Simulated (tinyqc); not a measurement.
CIS on RHF in the sto-6g basis, frozen core, for H2F+, spin multiplicity 1, step by step. One step of it, computed by the program tinyqc.

Question. CIS triplet states. Diagonalise A (1 hartree = 27.211386 eV); each vector has its largest component positive (the first on a tie).

CIS matrix A, triplet (hartree), order 2>6, 2>7, 3>6, 3>7, 4>6, 4>7, 5>6, 5>7:
$$\begin{pmatrix}
1.297545 & -0.000617 & 0.019139 & -0.080281 & -0.059290 & -0.003344 & 0.000000 & 0.000000 \\
-0.000617 & 1.385561 & -0.080281 & -0.025196 & -0.003344 & -0.006017 & 0.000000 & 0.000000 \\
0.019139 & -0.080281 & 0.413658 & -0.002312 & 0.016116 & -0.051307 & 0.000000 & 0.000000 \\
-0.080281 & -0.025196 & -0.002312 & 0.494612 & -0.051307 & -0.013909 & 0.000000 & 0.000000 \\
-0.059290 & -0.003344 & 0.016116 & -0.051307 & 0.342814 & 0.008013 & 0.000000 & 0.000000 \\
-0.003344 & -0.006017 & -0.051307 & -0.013909 & 0.008013 & 0.439496 & 0.000000 & 0.000000 \\
0.000000 & 0.000000 & 0.000000 & 0.000000 & 0.000000 & 0.000000 & 0.335335 & 0.002046 \\
0.000000 & 0.000000 & 0.000000 & 0.000000 & 0.000000 & 0.000000 & 0.002046 & 0.417191
\end{pmatrix}$$

Give: triplet excitation energies; lowest vectors.

Answer.

triplet excitation energies (eV): [8.6054, 9.1235, 10.0915, 11.3537, 12.9369, 13.8617, 35.6172, 37.9014]

lowest vectors, order 2>6, 2>7, 3>6, 3>7, 4>6, 4>7, 5>6, 5>7:
$$\begin{pmatrix}
0.0831 & 0.0000 & 0.0165 & 0.0000 & 0.0292 & 0.0667 \\
-0.0085 & 0.0000 & 0.0687 & 0.0000 & -0.0428 & 0.0283 \\
-0.2326 & 0.0000 & 0.7558 & 0.0000 & -0.6037 & 0.0564 \\
0.2875 & 0.0000 & 0.1913 & 0.0000 & 0.2140 & 0.9084 \\
0.9173 & 0.0000 & 0.2089 & 0.0000 & -0.1224 & -0.3113 \\
-0.1222 & 0.0000 & 0.5861 & 0.0000 & 0.7564 & -0.2634 \\
0.0000 & 0.9997 & 0.0000 & 0.0250 & 0.0000 & 0.0000 \\
0.0000 & -0.0250 & 0.0000 & 0.9997 & 0.0000 & 0.0000
\end{pmatrix}$$
